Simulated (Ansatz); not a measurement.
Input for Ansatz (development build ahead of 0.2.0):

```yaml
crystal:
  periodic: [false, false, false]
  atoms:
    - { symbol: B, position_ang: [0.0, 0.0, 0.0] }
    - { symbol: O, position_ang: [0.0, 0.0, 3.6] }
basis:
  gaussian: { orbitals: def2-SVP }
magnetization:
  spin_polarized: true
  initial_magnetization: 1
hamiltonian:
  xc: pbe0
scf:
  omitted_lower_state_checks: [starts, atomic_configurations, cluster_reference, orbital_swaps, given_window_search, neighbouring_geometries, increment]
output:
  forces: true
```

The input is written out in the form of the current development build from the run's settings.

Results

| Property | Result |
| --- | --- |
| Converged | yes |
| Total energy | -99.51923 hartree |
| Spin squared of the determinant | 1.664 |
| Stability test | minimum |

Forces (eV/Å):
```json
{"atom": "B1", "Fx": "0.000", "Fy": "0.000", "Fz": "0.262"}
{"atom": "O2", "Fx": "0.000", "Fy": "0.000", "Fz": "-0.262"}
```

Caution: charge can spread falsely over distant fragments; the unrestricted determinant is a mixture of spin states.
